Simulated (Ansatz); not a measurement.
Barrier H2P (SMILES [PH2]) + H2 via H4P, on the benchmark's geometries as Psi4's copy gives them; open shells unrestricted, no zero-point energy, no spin–orbit coupling.
Transition structure (charge 0, multiplicity 2):
```json
[
 {"atom": "P", "x (Å)": "0.2174", "y (Å)": "0.0001", "z (Å)": "-0.1112"},
 {"atom": "H", "x (Å)": "0.2466", "y (Å)": "1.0347", "z (Å)": "0.8522"},
 {"atom": "H", "x (Å)": "0.2627", "y (Å)": "-1.0251", "z (Å)": "0.8616"},
 {"atom": "H", "x (Å)": "-1.2664", "y (Å)": "-0.0110", "z (Å)": "-0.1506"},
 {"atom": "H", "x (Å)": "-2.5043", "y (Å)": "0.0000", "z (Å)": "0.1056"}
]
```

Programs: Ansatz (a program for electronic structure) with Gaussian orbitals. 

The barrier height (kcal/mol) and the share of exact exchange:

| functional | exact exchange (%) | value |
|---|---|---|
| PBE/def2-TZVPPD | 0 | 18.15 |
| PBE0/def2-TZVPPD | 25 | 20.44 |
| BLYP/def2-TZVPPD | 0 | 21.79 |
| B3LYP/def2-TZVPPD | 20 | 23.00 |
| BHLYP/def2-TZVPPD | 50 | 24.92 |
| r2SCAN/def2-TZVPPD | 0 | 20.01 |

Task: Take the value as linear in the share of exact exchange along PBE and PBE0. Give the slope, say whether the sign turns, and set the other functionals against that line.

Result: 
Slope: (20.44 − (18.15))/2.5 = 0.92 kcal/mol for each 10 %. The line keeps its sign from 0 to 100 %. At 50 % it gives 22.7 kcal/mol. The LYP pair gives (24.92 − (21.79))/5 = 0.63 for each 10 %. BHLYP, at 50 %, lies 2.2 from the PBE line. B3LYP, at 20 %, lies 3.0 from the PBE line. r2SCAN, with none, stands 1.9 from PBE.
